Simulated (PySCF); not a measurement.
CO at PBEsol

Level: PBEsol. basis C cc-pVTZ, O cc-pVTZ; no relativity; PySCF 2.14.

```
state                                          : ¹Σ⁺ (singlet), closed shell
bond length                                    : 1.136 Å
harmonic wavenumber                            : 2142 cm⁻¹
force constant                                 : 18.5 mdyn/Å
rotational constant Be                         : 1.906 cm⁻¹
anharmonicity ωexe                             : 12.6 cm⁻¹
vibration–rotation constant αe                 : 0.0170 cm⁻¹
well depth De to C + O                         : 279.6 kcal/mol
dissociation energy D0                         : 276.5 kcal/mol
HOMO–LUMO gap                                  : 6.98 eV
bond order (Mayer)                             : 2.58
dipole moment (positive dipole means C(−)O(+)) : 0.24 D
```
